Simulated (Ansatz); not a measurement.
CH6AlN, SMILES `C[NH][AlH2]`. The species carries charge 0 and has multiplicity 1.

Cartesian coordinates in Å:
```
C 0.260 -0.947 0.817
N 0.360 0.366 0.215
Al -0.531 1.013 -1.168
H -0.056 -0.901 1.866
H 1.209 -1.495 0.780
H -0.481 -1.545 0.282
H 1.040 0.945 0.685
H -0.213 2.501 -1.610
H -1.587 0.062 -1.867
```

(1) Give the diagnostics of a CCSD(T)/def2-TZVPP run (frozen core, Ansatz 0.2.0). (An estimate is asked.)

## Answers

(1) The calculation gave: T1 = 0.0118, largest single amplitude 0.034, largest double 0.035, (T) share of the correlation energy 3.4 %, 9 CCSD cycles. The RHF solution is stable towards an unrestricted one. T1 lies under the customary mark of 0.02 for closed shells.
